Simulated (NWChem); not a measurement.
# triplet C2H3FO: levels of theory compared

We compute a comparison of 4 runs (U-r2SCAN/aug-cc-pVDZ, UPBE/aug-cc-pVDZ, USVWN5/aug-cc-pVDZ, UMP2/aug-cc-pVDZ) of triplet C2H3FO. 

The calculation is run with NWChem 7.3.0.

## (1) The molecule

C2H3FO has 7 atoms, charge 0, and is taken as a triplet. As SMILES of the parent species, `CC(=O)F`. Geometry: relaxed at PBE0-D4/def2-TZVP. That shape belongs to the parent species and isn't relaxed for this state.

Bond lengths: C1–C2 1.488 Å, C2–O3 1.179 Å, C2–F4 1.351 Å, C1–H5 1.087 Å, C1–H6 1.092 Å, C1–H7 1.092 Å. Angles: C1–C2–O3 129.2°, C1–C2–F4 110.5°, O3–C2–F4 120.2°, C2–C1–H5 109.9°, C2–C1–H6 109.4°, C2–C1–H7 109.4°, H5–C1–H6 110.4°, H5–C1–H7 110.4°, H6–C1–H7 107.3°.

## (2) A single-point energy at U-r2SCAN/aug-cc-pVDZ (run 1)

File run.py:

```python
from ase import Atoms
from ase.calculators.nwchem import NWChem

atoms = Atoms(['C', 'C', 'O', 'F', 'H', 'H', 'H'], positions=[
    [0.485310, 0.015050, 0.443640],
    [-0.694890, -0.034350, -0.460580],
    [-1.835410, -0.165690, -0.191770],
    [-0.310690, 0.097630, -1.749400],
    [0.165320, -0.091900, 1.476660],
    [1.180650, -0.783140, 0.176830],
    [1.009710, 0.962410, 0.304610],
])

calc = NWChem(
    label='nw',
    theory='dft',
    memory='2200 mb',
    basis='aug-cc-pVDZ',
    basispar='spherical bse',
    dft={'xc': 'r2scan', 'mult': '3', 'grid': 'fine', 'convergence': 'energy 1e-08', 'iterations': '100', 'mulliken': None},
    task='energy',
)
atoms.calc = calc

e = atoms.get_potential_energy()
print(f"E = {e:.6f} eV")
```

On the command line:

```
export ASE_NWCHEM_COMMAND="nwchem PREFIX.nwi > PREFIX.nwo"
python run.py
```

Standard output:

```text
E = -6879.276953 eV
```

The calculator wrote nw.nwi:

```
title "nw"

permanent_dir nw

scratch_dir nw

start nw

geometry units angstrom nocenter noautosym noautoz
  C  4.8531000000000002e-01 1.5049999999999999e-02 4.4363999999999998e-01
  C  -6.9489000000000001e-01 -3.4349999999999999e-02 -4.6057999999999999e-01
  O  -1.8354100000000000e+00 -1.6569000000000000e-01 -1.9177000000000000e-01
  F  -3.1069000000000002e-01 9.7629999999999995e-02 -1.7494000000000001e+00
  H  1.6531999999999999e-01 -9.1899999999999996e-02 1.4766600000000001e+00
  H  1.1806500000000000e+00 -7.8313999999999995e-01 1.7682999999999999e-01
  H  1.0097100000000001e+00 9.6240999999999999e-01 3.0460999999999999e-01
end

memory 2200 mb

basis spherical bse noprint
   * library aug-cc-pVDZ
end

dft
  xc r2scan
  mult 3
  grid fine
  convergence energy 1e-08
  iterations 100
  mulliken
end

task dft energy
```

nw.nwo:

```text
Northwest Computational Chemistry Package (NWChem) 7.3.0
             --------------------------------------------------------

           Job information
           ---------------

    nwchem branch   = 7.3.0
    use scalapack   = T
    input           = nw.nwi
    prefix          = nw.
    data base       = nw/nw.db
    status          = startup
    nproc           =        1

           Memory information
           ------------------

[... 5 lines left out ...]
    hardfail = no
[... 41 lines left out ...]
            Nuclear Dipole moment (a.u.)
[... 85 lines left out ...]
          Convergence on density requested:  1.00D-05
[... 25 lines left out ...]
          Convergence aids based upon iterative change in
[... 29 lines left out ...]
 2-e energy   =     208.769325
[... 58 lines left out ...]
           Coulomb energy =      241.652251565682
[... 845 lines left out ...]
                     DFT Final Beta Molecular Orbital Analysis
[... 957 lines left out ...]
     Multipole analysis of the density
     ---------------------------------

     L   x y z        total         alpha         beta         nuclear
     -   - - -        -----         -----         ----         -------
     0   0 0 0     -0.000000    -17.000000    -15.000000     32.000000

     1   1 0 0      0.419510     17.648044     13.727615    -30.956149
[... 8 lines of this table left out ...]
     2   0 0 2    -17.833017    -68.934603    -65.301156    116.402742

 Task  times  cpu:      100.4s     wall:      100.4s
 Total times  cpu:      100.4s     wall:      100.4s
```

It took 1.7 min on 1 thread of Intel Xeon Platinum 8175M at 2.50GHz (Skylake/Cascade Lake), shared host; peak memory 0.12 GiB.

## (3) The energy at UPBE/aug-cc-pVDZ (run 2)

File run.nw:

```
start run
title "C2H3FO PBE"
memory stack 880 mb heap 220 mb global 1100 mb

geometry units angstroms noautosym nocenter noautoz
  C      0.485310     0.015050     0.443640
  C     -0.694890    -0.034350    -0.460580
  O     -1.835410    -0.165690    -0.191770
  F     -0.310690     0.097630    -1.749400
  H      0.165320    -0.091900     1.476660
  H      1.180650    -0.783140     0.176830
  H      1.009710     0.962410     0.304610
end

basis spherical bse
  * library aug-cc-pVDZ
end

dft
  xc xpbe96 cpbe96
  mult 3
  grid fine
  convergence energy 1e-08
  maxiter 100
  mulliken
end

task dft energy
```

On the command line:

```
nwchem run.nw > run.out
```

Standard output:

```text
[...]
          Wavefunction type:  spin polarized.
          No. of atoms     :     7
          No. of electrons :    32
[...]
          Charge           :     0
          Spin multiplicity:     3
[...]
          AO basis - number of functions:   119
[...]
              XC Information
              --------------
          PerdewBurkeErnzerhof Exchange Functional  1.000
            Perdew 1991 LDA Correlation Functional  1.000 local
           PerdewBurkeErnz. Correlation Functional  1.000 non-local
[...]
 d= 0,ls=0.0,diis     1   -252.3823716715 -3.72D+02  1.05D-01  3.79D-01     7.3
[...]
 d= 0,ls=0.0,diis    14   -252.6560389121 -1.51D-09  2.35D-07  1.45D-10    92.0
[...]
         Total DFT energy =     -252.656038912076
      One electron energy =     -582.637394753024
           Coulomb energy =      241.480721337845
    Exchange-Corr. energy =      -30.732675053551
 Nuclear repulsion energy =      119.233309556655
[...]
      Total Density - Mulliken Population Analysis
     ---------------------------------------------
    Atom       Charge   Shell Charges
 -----------   ------   -------------------------------------------------------
    1 C    6     5.47   2.02  0.66  0.26  0.14  2.15  0.25 -0.01  0.05 -0.05
    2 C    6     5.43   2.03  0.63  0.37 -0.17  2.16  0.17 -0.01  0.20  0.05
    3 O    8     8.22   2.01  0.86  1.02  0.16  2.78  1.29  0.04  0.02  0.03
    4 F    9     9.41   2.01  0.89  1.05  0.15  3.32  1.84  0.13  0.01  0.02
    5 H    1     1.18   0.77  0.41  0.00  0.03 -0.03
    6 H    1     1.14   0.76  0.36  0.02  0.03 -0.02
    7 H    1     1.14   0.76  0.36  0.02  0.03 -0.02
[...]
      <S2> =      2.0037 (Exact =     2.0000)
[...]
```

Wall time 93 s (1 thread of Intel Xeon Platinum 8175M at 2.50GHz (Skylake/Cascade Lake), shared host); peak memory 0.12 GiB.

## (4) The energy at USVWN5/aug-cc-pVDZ (run 3)

File c2h3fo.nw:

```
start c2h3fo
title "C2H3FO SVWN5"
memory stack 880 mb heap 220 mb global 1100 mb

geometry units angstrom noautosym nocenter noautoz
  C     0.485310    0.015050    0.443640
  C    -0.694890   -0.034350   -0.460580
  O    -1.835410   -0.165690   -0.191770
  F    -0.310690    0.097630   -1.749400
  H     0.165320   -0.091900    1.476660
  H     1.180650   -0.783140    0.176830
  H     1.009710    0.962410    0.304610
end

basis spherical bse
  * library aug-cc-pVDZ
end

dft
  xc slater vwn_5
  mult 3
  grid fine
  convergence energy 1e-08
  iterations 100
  mulliken
end

task dft
```

On the command line:

```
nwchem c2h3fo.nw > c2h3fo.out
```

Standard output:

```text
[...]
          Wavefunction type:  spin polarized.
          No. of atoms     :     7
          No. of electrons :    32
[...]
          Charge           :     0
          Spin multiplicity:     3
[...]
          AO basis - number of functions:   119
[...]
              XC Information
              --------------
                        Slater Exchange Functional  1.000 local
                      VWN V Correlation Functional  1.000 local
[...]
 d= 0,ls=0.0,diis     1   -250.7483682431 -3.70D+02  1.05D-01  4.47D-01     5.6
[...]
 d= 0,ls=0.0,diis    14   -251.0281646894 -1.55D-09  8.93D-08  5.68D-11    64.4
[...]
         Total DFT energy =     -251.028164689364
      One electron energy =     -582.514350399856
           Coulomb energy =      241.309086365573
    Exchange-Corr. energy =      -29.056210211735
 Nuclear repulsion energy =      119.233309556655
[...]
      Total Density - Mulliken Population Analysis
     ---------------------------------------------
    Atom       Charge   Shell Charges
 -----------   ------   -------------------------------------------------------
    1 C    6     5.53   2.03  0.65  0.23  0.10  2.18  0.35 -0.02  0.05 -0.03
    2 C    6     5.56   2.03  0.62  0.36 -0.14  2.18  0.20 -0.01  0.20  0.11
    3 O    8     8.13   2.02  0.85  0.98  0.14  2.79  1.27  0.04  0.02  0.03
    4 F    9     9.35   2.01  0.88  1.04  0.15  3.32  1.82  0.12  0.01  0.02
    5 H    1     1.16   0.73  0.43  0.01  0.03 -0.03
    6 H    1     1.13   0.73  0.38  0.02  0.03 -0.02
    7 H    1     1.13   0.73  0.38  0.02  0.03 -0.02
[...]
      <S2> =      2.0025 (Exact =     2.0000)
[...]
```

Wall time 65 s (1 thread of Intel Xeon Platinum 8175M at 2.50GHz (Skylake/Cascade Lake), shared host); peak memory 0.12 GiB.

## (5) The energy at UMP2/aug-cc-pVDZ (run 4)

File c2h3fo.xyz:

```xyz
7
C2H3FO energy
C      0.485310     0.015050     0.443640
C     -0.694890    -0.034350    -0.460580
O     -1.835410    -0.165690    -0.191770
F     -0.310690     0.097630    -1.749400
H      0.165320    -0.091900     1.476660
H      1.180650    -0.783140     0.176830
H      1.009710     0.962410     0.304610
```

File c2h3fo.nw:

```
start c2h3fo
title "C2H3FO energy"
memory 2200 mb

geometry units angstroms noautosym nocenter noautoz
  load c2h3fo.xyz
end

basis spherical bse
  * library aug-cc-pVDZ
end

scf
  nopen 2
  uhf
  thresh 1e-08
  maxiter 80
  print medium
end

mp2
  freeze core 4
  tight
end

task mp2
```

On the command line:

```
nwchem c2h3fo.nw > c2h3fo.out
```

Standard output:

```text
[...]
  functions       =   119
[...]
  wavefunction    = UHF
[...]
         Total SCF energy =   -251.664080662342
      One electron energy =   -582.601036586645
      Two electron energy =    211.703646367649
 Nuclear repulsion energy =    119.233309556655
                       Sz =      1.0000
                 Sz(Sz+1) =      2.0000
                      S^2 =      2.0200
[...]
          Total MP2 energy          -252.275967135304
[...]
```

Run time: 6.4 min. Hardware: 1 thread of Intel Xeon Platinum 8175M at 2.50GHz (Skylake/Cascade Lake), shared host; peak memory 0.45 GiB.

## (6) Overview of the runs

| run | level | integration grid | iteration cap | energy (Eh) | dipole moment (D) of the reference | HOMO energy (eV) | ⟨S²⟩ | wall time |
| --- | --- | --- | --- | --- | --- | --- | --- | --- |
| 1 | U-r2SCAN/aug-cc-pVDZ | fine | 100 | -252.808767 | 1.70 | -2.40 | 2.009 | 1.7 min |
| 2 | UPBE/aug-cc-pVDZ | fine | 100 | -252.656039 | 1.67 | -2.05 | 2.004 | 93 s |
| 3 | USVWN5/aug-cc-pVDZ | fine | 100 | -251.028165 | 1.83 | -2.08 | 2.002 | 65 s |
| 4 | UMP2/aug-cc-pVDZ | – | 80 | -252.275967 | – | -7.46 | 2.020 | 6.4 min |

## (7) Summary of results

| quantity | value |
| --- | --- |
| run 4: total energy | -252.27597 Eh |
| run 4: HOMO energy (Hartree–Fock orbitals) (highest over α and β) | -7.46 eV |
| run 4: LUMO energy (Hartree–Fock orbitals) (lowest over α and β) | 0.30 eV |
| run 4: correlation energy (4 core orbitals frozen) | -611.9 mEh |
| run 4: ⟨S²⟩ of the reference determinant | 2.020 |

What this shows: Over runs 1, 2, 3 the dipole moment (its size) runs from 1.67 D (UPBE/aug-cc-pVDZ) to 1.83 D (USVWN5/aug-cc-pVDZ). Totals of different functionals can't be ranked against each other. All runs together took 11 min, the longest 6.4 min.
